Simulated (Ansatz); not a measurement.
What does this script print? It uses Ansatz's Python interface.

Contents of `c2h4os.xyz`:
```text
8

O    -1.01040    0.61870    0.89900
C     0.23080    0.45400    0.36300
C     0.37000   -0.79410   -0.49080
S    -0.75430   -1.38990   -1.44430
H    -1.68340    0.54360    0.13030
H     0.92920    0.40140    1.20550
H     0.55730    1.32740   -0.23010
H     1.45290   -1.21820   -0.48850
```

Script `run_scan.py`:
```python
"""Potential curve of C2H4OS along one bond."""

import ansatz as az
import numpy as np


def main() -> None:
    system = az.Crystal.molecule_from_extxyz("c2h4os.xyz")

    symbols = [site.symbol for site in system.cartesian_sites]
    start = np.array([site.position_ang for site in system.cartesian_sites])
    axis = (start[4] - start[0]) / np.linalg.norm(start[4] - start[0])
    moving = [4]
    lengths, energies = [0.902, 0.942, 0.983, 1.024, 1.065, 1.106, 1.147, 1.209], []
    for length in lengths:
        xyz = start.copy()
        xyz[moving] += (length - np.linalg.norm(start[4] - start[0])) * axis
        point = az.Crystal.molecule()
        for symbol, place in zip(symbols, xyz):
            point = point.atom(symbol, place.tolist())
        base = (
            point.calculation()
            .basis(gaussian="def2-SVP")
            .functional("PBE0", dispersion="d3bj")
        )
        summary = base.run(threads=1, pin="off").report
        energies.append(summary["free_energy_ev"])
        print(f"r = {length:6.3f} A  E = {energies[-1]:.5f} eV  <S^2> = {abs(summary['mean_field']['state']['spin_squared']):.3f}")

    # quartic fit about the minimum
    fit = np.polynomial.Polynomial.fit(lengths, np.array(energies) - min(energies), 4).convert()
    roots = [r.real for r in fit.deriv().roots() if abs(r.imag) < 1e-9 and fit.deriv(2)(r.real) > 0]
    r_e = min(roots, key=lambda r: abs(r - lengths[int(np.argmin(energies))]))
    print(f"minimum of the fit at {r_e:.4f} A, force constant {fit.deriv(2)(r_e):.2f} eV/A^2")


if __name__ == "__main__":
    main()
```

```console
$ python run_scan.py
r =  0.902 A  E = -15005.39907 eV  <S^2> = 0.000
r =  0.942 A  E = -15005.50993 eV  <S^2> = 0.000
r =  0.983 A  E = -15005.52268 eV  <S^2> = 0.000
r =  1.024 A  E = -15005.45887 eV  <S^2> = 0.000
r =  1.065 A  E = -15005.33852 eV  <S^2> = 0.000
r =  1.106 A  E = -15005.17714 eV  <S^2> = 0.000
r =  1.147 A  E = -15004.98684 eV  <S^2> = 0.000
r =  1.209 A  E = -15004.66490 eV  <S^2> = 0.000
minimum of the fit at 0.9684 A, force constant 50.56 eV/A^2
```

What to keep in mind:
- Total energies depend on the basis set; only differences at equal settings carry meaning.
- The rest of the molecule is held rigid at a force-field or estimated start geometry, and the basis set is modest; single-reference methods fail as a bond breaks.
- The orbitals are restricted, so S² is zero by construction.
- Timing: 12 s on 1 thread of Arm Neoverse V2 (shared host), peak memory 0.22 GiB.
